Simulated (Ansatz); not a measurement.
This script for an active-space calculation of HLi with the Python package of Ansatz (0.2.0) holds a mistake.

Script `hli_cas.py`:
```python
'''Active-space calculation on HLi.'''

import warnings

import ansatz as az

BASIS_SET = '6-31G*'


def main() -> None:
    warnings.simplefilter('ignore', az.DeckWarning)

    geometry_ang = [
        ('Li', [0.0, 0.0, 0.0]),
        ('H', [0.0, 0.0, 1.605]),
    ]
    system = az.Crystal.molecule()
    for symbol, xyz in geometry_ang:
        system = system.atom(symbol, xyz)

    model = (
        system.calculation()
        .basis(gaussian=BASIS_SET)
        .correlation(active_electrons=4, active_orbitals=4)
    )
    for method in [None]:
        report = (model if method is None else model.correlation(method)).run(threads=1).report
        space = report['configurations']
        state = space['states'][0]
        print(method or 'casscf', f'total {report["etot"] / 27.211386246:.6f} Ha, active-space state {state["energy"]["hartree"]:.6f} Ha, mean field {report["reference_energy_ev"] / 27.211386246:.6f} Ha')
        print('  determinants', state['n_determinants'], ' natural occupations', [round(n, 3) for n in space['natural_occupations']])
    print('effectively unpaired electrons, sum of min(n, 2 - n):', round(sum(min(n, 2 - n) for n in space['natural_occupations']), 3))


if __name__ == '__main__':
    main()
```

```console
$ python hli_cas.py
Traceback (most recent call last):
  File "hli_cas.py", line 36, in <module>
    main()
    ~~~~^^
  File "hli_cas.py", line 30, in main
    print(method or 'casscf', f'total {report["etot"] / 27.211386246:.6f} Ha, active-space state {state["energy"]["hartree"]:.6f} Ha, mean field {report["reference_energy_ev"] / 27.211386246:.6f} Ha')
                                       ~~~~~~^^^^^^^^
KeyError: 'etot'
$ echo $?
1
```

Find the fault and give the corrected script.

The fault: the report has no such key (the free energy stands under free_energy_ev). Mended:

```diff
--- before
+++ after
@@ -29,3 +29,3 @@
         state = space['states'][0]
-        print(method or 'casscf', f'total {report["etot"] / 27.211386246:.6f} Ha, active-space state {state["energy"]["hartree"]:.6f} Ha, mean field {report["reference_energy_ev"] / 27.211386246:.6f} Ha')
+        print(method or 'casscf', f'total {report["free_energy_ev"] / 27.211386246:.6f} Ha, active-space state {state["energy"]["hartree"]:.6f} Ha, mean field {report["reference_energy_ev"] / 27.211386246:.6f} Ha')
         print('  determinants', state['n_determinants'], ' natural occupations', [round(n, 3) for n in space['natural_occupations']])
```

With that change:

`python hli_cas.py` gives:
```text
casscf total -7.998976 Ha, active-space state -7.998976 Ha, mean field -7.980753 Ha
  determinants 36  natural occupations [2.0, 1.957, 0.039, 0.004]
effectively unpaired electrons, sum of min(n, 2 - n): 0.086
```

The geometry is a force-field or estimated start, not a minimum of this method, and the basis set is short of its limit. The active space starts as a window about the frontier orbitals and is then optimised, not chosen by chemistry. Hardware and time: 0.5 s on 1 thread of Arm Neoverse V2, on a shared host, peak memory 0.11 GiB.
